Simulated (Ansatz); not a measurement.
**CH4OSi (SMILES CO[SiH]): levels of theory compared**

Aim: a comparison of 6 runs (B3LYP/6-31G*, PBE/aug-cc-pVDZ, PBE0/aug-cc-pVDZ, wB97X/aug-cc-pVDZ, RPA@PBE/aug-cc-pVDZ, CCSD(T)/aug-cc-pVDZ) of CH4OSi. 

The results are computed with Ansatz 0.2.0.

57 further runs of the same task are left out: 57 set aside as unsound or not needed. Runs told in other sessions of the task aren't counted.

## Step 1: Starting point

CH4OSi: 7 atoms, total charge 0, spin state singlet. SMILES: `CO[SiH]`. The C1–H5 distance was set to 1.643 Å, away from the relaxed value. At this shape a bond of the SMILES string is far longer than usual.

Bond lengths: C1–O2 1.410 Å, O2–Si3 1.639 Å, C1–H4 1.092 Å, C1–H6 1.092 Å, Si3–H7 1.552 Å. Angles: C1–O2–Si3 130.6°, O2–C1–H4 109.2°, O2–C1–H6 109.2°, O2–Si3–H7 97.1°, H4–C1–H6 108.5°. A long bond or contact: C1–H5 1.643 Å.

## Step 2: A single-point energy at B3LYP/6-31G(d) (Cartesian functions) (run 1)

Contents of input.yaml:

```yaml
crystal:
  periodic: [false, false, false]
  atoms:
    - {symbol: C, position_ang: [-0.990525, 0.454498, -0.073386]}
    - {symbol: O, position_ang: [-0.921325, -0.477502, 0.982714]}
    - {symbol: Si, position_ang: [0.318775, -1.418302, 1.495014]}
    - {symbol: H, position_ang: [-1.774525, 0.149798, -0.770386]}
    - {symbol: H, position_ang: [0.443800, 0.547500, -0.868700]}
    - {symbol: H, position_ang: [-1.247425, 1.436498, 0.330514]}
    - {symbol: H, position_ang: [1.363575, -0.946602, 0.449214]}
basis:
  gaussian:
    orbitals: "6-31G*"
hamiltonian:
  xc: {name: B3LYP}
output: {orbitals: {seedname: orbitals}}
magnetization:
  spin_polarized: false
  initial_magnetization: 0
accuracy: high
```

Command:

```
$ ansatz run input.yaml --threads 1 --pin off --max-ram 3480MiB --events-out events.jsonl --progress --plain --runs-dir runs
```

Standard output:

```text
Warning: RAYON_NUM_THREADS=1 ignored (pool sized by the plan → 1); use --threads N
Functional definition: B3LYP
  name "B3LYP"
  parameter a0 = 0.2
  parameter ax = 0.72
  parameter ac = 0.81
  exchange = (1 - a0 - ax)*slater_x + ax*b88_x + a0*exact_x
  correlation = (1 - ac)*vwn_rpa_c + ac*lyp_c
1239 factors; integrals over basis functions are off by at most 3.2e-9 eV
mean field evaluation 1: about -11019.7733 eV, gradient 4.7e1 eV
mean field evaluation 2: about -10994.3463 eV, gradient 1.2e2 eV
mean field evaluation 4: about -11024.0983 eV, gradient 7.2e0 eV
mean field evaluation 8: about -11024.2123 eV, gradient 2.6e-2 eV
mean field evaluation 16: about -11024.2123 eV, gradient 1.3e-6 eV
mean field -11024.21228526 eV, -405.1323290038 hartree, gradient 3.0e-8 eV, S^2 0.000000; 0 other end points of the search recorded, 0 dependent functions left out
reference -11024.21231866 eV, -405.1323302313 hartree; 16, 16 occupied and 41, 41 virtual orbitals, 1239 factors
Total energy: -11024.21231866 eV, -405.1323302313 hartree
```

Run time: 3.3 s. Hardware: 1 thread of Arm Neoverse V2, shared host; peak memory 0.15 GiB.

## Step 3: The energy at PBE/aug-cc-pVDZ (run 2)

Contents of molecule.yaml:

```yaml
basis:
  gaussian:
    orbitals: aug-cc-pVDZ
crystal:
  periodic: [false, false, false]
  atoms:
    - {symbol: C, position_ang: [-0.990525, 0.454498, -0.073386]}
    - {symbol: O, position_ang: [-0.921325, -0.477502, 0.982714]}
    - {symbol: Si, position_ang: [0.318775, -1.418302, 1.495014]}
    - {symbol: H, position_ang: [-1.774525, 0.149798, -0.770386]}
    - {symbol: H, position_ang: [0.443800, 0.547500, -0.868700]}
    - {symbol: H, position_ang: [-1.247425, 1.436498, 0.330514]}
    - {symbol: H, position_ang: [1.363575, -0.946602, 0.449214]}
hamiltonian:
  xc: {name: PBE}
accuracy: high
output:
  orbitals: {seedname: orbitals}
```

Command:

```
$ ansatz run molecule.yaml --threads 1 --pin off --max-ram 3480MiB --events-out events.jsonl --progress --plain --runs-dir runs
```

Standard output:

```text
Warning: RAYON_NUM_THREADS=1 ignored (pool sized by the plan → 1); use --threads N
Functional definition: PBE
  name "PBE"
  parameter kappa = 0.804
  parameter beta = 0.06672455060314922
  exchange = pbe_x(kappa = kappa, mu = beta*pi^2/3)
  correlation = pbe_c(beta = beta)
2206 factors; integrals over basis functions are off by at most 3.4e-9 eV
mean field evaluation 1: about -11006.7556 eV, gradient 6.5e1 eV
mean field evaluation 2: about -10911.4638 eV, gradient 1.9e2 eV
mean field evaluation 4: about -11015.4006 eV, gradient 2.5e1 eV
mean field evaluation 8: about -11016.7259 eV, gradient 3.3e-1 eV
mean field evaluation 16: about -11016.7262 eV, gradient 1.3e-5 eV
mean field -11016.72619971 eV, -404.8572204341 hartree, gradient 5.2e-8 eV, S^2 0.000000; 0 other end points of the search recorded, 0 dependent functions left out
reference -11016.72620660 eV, -404.8572206875 hartree; 16, 16 occupied and 93, 93 virtual orbitals, 2206 factors
Total energy: -11016.72620660 eV, -404.8572206875 hartree
```

Run time: 9 s. Hardware: 1 thread of Arm Neoverse V2, shared host; peak memory 0.3 GiB.

## Step 4: The energy at PBE0/aug-cc-pVDZ (run 3)

Contents of run.yaml:

```yaml
crystal:
  periodic: [false, false, false]
  atoms:
    - symbol: C
      position_ang: [-0.990525, 0.454498, -0.073386]
    - symbol: O
      position_ang: [-0.921325, -0.477502, 0.982714]
    - symbol: Si
      position_ang: [0.318775, -1.418302, 1.495014]
    - symbol: H
      position_ang: [-1.774525, 0.149798, -0.770386]
    - symbol: H
      position_ang: [0.443800, 0.547500, -0.868700]
    - symbol: H
      position_ang: [-1.247425, 1.436498, 0.330514]
    - symbol: H
      position_ang: [1.363575, -0.946602, 0.449214]
basis:
  gaussian: {orbitals: aug-cc-pVDZ}
hamiltonian: {xc: {name: PBE0}}
accuracy: high
output: {orbitals: {seedname: orbitals}}
```

Command:

```
$ ansatz run run.yaml --threads 1 --pin off --max-ram 3480MiB --events-out events.jsonl --progress --plain --runs-dir runs
```

Standard output:

```text
Warning: RAYON_NUM_THREADS=1 ignored (pool sized by the plan → 1); use --threads N
Functional definition: PBE0
  name "PBE0"
  parameter a = 0.25
  parameter kappa = 0.804
  parameter beta = 0.06672455060314922
  exchange = (1 - a)*pbe_x(kappa = kappa, mu = beta*pi^2/3) + a*exact_x
  correlation = pbe_c(beta = beta)
2206 factors; integrals over basis functions are off by at most 3.4e-9 eV
mean field evaluation 1: about -11011.0513 eV, gradient 5.3e1 eV
mean field evaluation 2: about -10980.3029 eV, gradient 1.3e2 eV
mean field evaluation 4: about -11017.2455 eV, gradient 8.8e0 eV
mean field evaluation 8: about -11017.4230 eV, gradient 3.5e-2 eV
mean field evaluation 16: about -11017.4230 eV, gradient 1.4e-6 eV
mean field -11017.42297798 eV, -404.8828265634 hartree, gradient 3.1e-8 eV, S^2 0.000000; 0 other end points of the search recorded, 0 dependent functions left out
reference -11017.42298336 eV, -404.8828267609 hartree; 16, 16 occupied and 93, 93 virtual orbitals, 2206 factors
Total energy: -11017.42298336 eV, -404.8828267609 hartree
```

It took 9.3 s on 1 thread of Arm Neoverse V2, shared host; peak memory 0.34 GiB.

Runs 4 to 5 aren't shown in full; the table further down has their settings and results.

## Step 5: A single-point energy at CCSD(T)/aug-cc-pVDZ (run 6)

Contents of run.yaml:

```yaml
crystal:
  periodic: [false, false, false]
  atoms:
    - {symbol: C, position_ang: [-0.990525, 0.454498, -0.073386]}
    - {symbol: O, position_ang: [-0.921325, -0.477502, 0.982714]}
    - {symbol: Si, position_ang: [0.318775, -1.418302, 1.495014]}
    - {symbol: H, position_ang: [-1.774525, 0.149798, -0.770386]}
    - {symbol: H, position_ang: [0.443800, 0.547500, -0.868700]}
    - {symbol: H, position_ang: [-1.247425, 1.436498, 0.330514]}
    - {symbol: H, position_ang: [1.363575, -0.946602, 0.449214]}
basis:
  gaussian:
    orbitals: aug-cc-pVDZ
correlation:
  method: ccsd_t
  frozen_orbitals: {C: 1, H: 0, O: 1, Si: 5}
accuracy: high
scf:
  omitted_lower_state_checks: [cluster_reference, increment]
```

Command:

```
$ ansatz run run.yaml --threads 1 --pin off --max-ram 3480MiB --events-out events.jsonl --progress --plain --runs-dir runs
```

Standard output:

```text
Warning: RAYON_NUM_THREADS=1 ignored (pool sized by the plan → 1); use --threads N
Functional definition: HF
  name "HF"
  exchange = exact_x
  correlation = 0
these checks for a lower state are left out or cut short: cluster_reference, increment
2206 factors; integrals over basis functions are off by at most 3.4e-9 eV
mean field evaluation 1: about -10987.7657 eV, gradient 3.3e1 eV
mean field evaluation 2: about -10987.7691 eV, gradient 3.3e1 eV
mean field evaluation 4: about -10990.4868 eV, gradient 3.5e0 eV
mean field evaluation 8: about -10990.5475 eV, gradient 7.6e-2 eV
mean field -10990.54758717 eV, -403.8951741680 hartree, gradient 8.0e-9 eV, S^2 0.000000; 0 other end points of the search recorded, 0 dependent functions left out; unrestricted orbitals would lower it
7 core orbitals not correlated: weight in the atoms' cores, before any rotation towards them, 1.000 or more for the frozen orbitals, at most 0.000 for the correlated occupied ones
reference -10990.54758717 eV, -403.8951741680 hartree; 9, 9 occupied and 93, 93 virtual orbitals, 2206 factors
second order -12.19996449 eV of doubles, -0.00000000 eV of singles
cycle   1  -12.67777716 eV  change   -4.8e-1 eV  update   1.1e-1
cycle   2  -13.13906252 eV  change   -4.6e-1 eV  update   4.1e-2
cycle   3  -13.29586149 eV  change   -1.6e-1 eV  update   2.4e-2
cycle   4  -13.28943261 eV  change    6.4e-3 eV  update   6.2e-3
cycle   5  -13.28792027 eV  change    1.5e-3 eV  update   2.7e-3
cycle   6  -13.28880350 eV  change   -8.8e-4 eV  update   9.4e-4
cycle   7  -13.28832131 eV  change    4.8e-4 eV  update   4.1e-4
cycle   8  -13.28818224 eV  change    1.4e-4 eV  update   1.5e-4
cycle   9  -13.28825235 eV  change   -7.0e-5 eV  update   5.1e-5
cycle  10  -13.28825182 eV  change    5.3e-7 eV  update   1.9e-5
cycle  11  -13.28824965 eV  change    2.2e-6 eV  update   7.1e-6
cycle  12  -13.28825358 eV  change   -3.9e-6 eV  update   2.7e-6
cycle  13  -13.28825350 eV  change    8.8e-8 eV  update   1.0e-6
cycle  14  -13.28825483 eV  change   -1.3e-6 eV  update   4.0e-7
cycle  15  -13.28825524 eV  change   -4.1e-7 eV  update   1.5e-7
cycle  16  -13.28825533 eV  change   -8.4e-8 eV  update   7.0e-8
cycle  17  -13.28825532 eV  change    1.3e-8 eV  update   4.3e-8
cycle  18  -13.28825552 eV  change   -2.0e-7 eV  update   1.4e-7
cycle  19  -13.28825555 eV  change   -2.9e-8 eV  update   3.4e-8
cycle  20  -13.28825556 eV  change   -1.1e-8 eV  update   1.2e-8
cycle  21  -13.28825555 eV  change    1.0e-9 eV  update   4.8e-9
cycle  22  -13.28825555 eV  change   5.4e-10 eV  update   2.2e-9
perturbative correction -0.48068958 eV, -0.0176650163 hartree
Total energy: -11004.31653231 eV, -404.4011735687 hartree
Checks for a lower state left out: cluster_reference, increment
```

Run time: 30 s. Hardware: 1 thread of Arm Neoverse V2, shared host; peak memory 0.95 GiB.

## Step 6: All runs side by side

| run | level | Cartesian functions | frozen core orbitals | energy (Eh) | HOMO energy (eV) | LUMO energy (eV) | HOMO–LUMO gap (eV) | wall time |
| --- | --- | --- | --- | --- | --- | --- | --- | --- |
| 1 | B3LYP/6-31G* (Cartesian functions) | yes | – | -405.132330 | -6.28 | -2.07 | 4.21 | 3.3 s |
| 2 | PBE/aug-cc-pVDZ | no | – | -404.857221 | -5.58 | -3.00 | 2.58 | 9 s |
| 3 | PBE0/aug-cc-pVDZ | no | – | -404.882827 | -6.62 | -2.15 | 4.48 | 9.3 s |
| 4 | wB97X/aug-cc-pVDZ | no | – | -405.096359 | -8.91 | -0.09 | 8.82 | 32 s |
| 5 | RPA@PBE/aug-cc-pVDZ | no | 7 | -404.612163 | – | – | – | 17 s |
| 6 | CCSD(T)/aug-cc-pVDZ | no | 7 | -404.401174 | – | – | – | 30 s |

## Step 7: What came out

| quantity | value |
| --- | --- |
| run 6: total energy | -404.40117 Eh |
| run 6: correlation energy (7 core orbitals frozen) | -506.0 mEh |
| run 6: (T) correction | -17.67 mEh |
| run 6: T1 diagnostic | 0.019 |

In words: Over runs 1, 2, 3, 4 the HOMO–LUMO gap runs from 2.58 eV (PBE/aug-cc-pVDZ) to 8.82 eV (wB97X/aug-cc-pVDZ). Totals of different functionals can't be ranked against each other. In run 6 the log says that unrestricted orbitals would lower the reference, so the values rest on an unstable closed-shell determinant (other closed-shell runs at this shape may share the fault). In runs 1, 2, 3, 4, 6 a closed-shell determinant meets a far-stretched bond; if it breaks into open shells, such a determinant describes it badly, and no broken-symmetry solution was shown. All runs together took 1.7 min, the longest 32 s.
